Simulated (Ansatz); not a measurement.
Molecule: silicon monoxide, SiO (charge 0, singlet). 
Coordinates optimised at B3LYP-D3(BJ)/def2-TZVP (Ansatz, an electronic-structure program):
SMILES: [Si-]#[O+]
```xyz
2

Si     0.0000     0.0000    -0.5502
O      0.0000     0.0000     0.9629
```

Computed values are from Ansatz. Cores are frozen in the correlated levels unless marked. UHF or UKS for open shells. Spin-orbit coupling is left out. Non-relativistic. Basis-set limits of correlation are two-point, X^-3; Hartree-Fock from the larger set (for Q and 5 zeta extrapolated as (X+1)exp(-9√X)).

What is the total energy at CCSD(T)/CBS(cc-pV(Q+d)Z,cc-pV(5+d)Z)?

-364.2514 Eh.

What is the vertical electron affinity (to the doublet; negative means unbound) at CCSD(T)/CBS(aug-cc-pV(T+d)Z,aug-cc-pV(Q+d)Z)?

0.04 eV.

What is the dipole moment at CCSD(T)/aug-cc-pV(D+d)Z?

3.01 D.

What is the T1 diagnostic at CCSD/cc-pV(5+d)Z?

0.024.

What is the atomisation energy De at CCSD(T)/CBS(cc-pV(Q+d)Z,cc-pV(5+d)Z)?

191.8 kcal/mol.
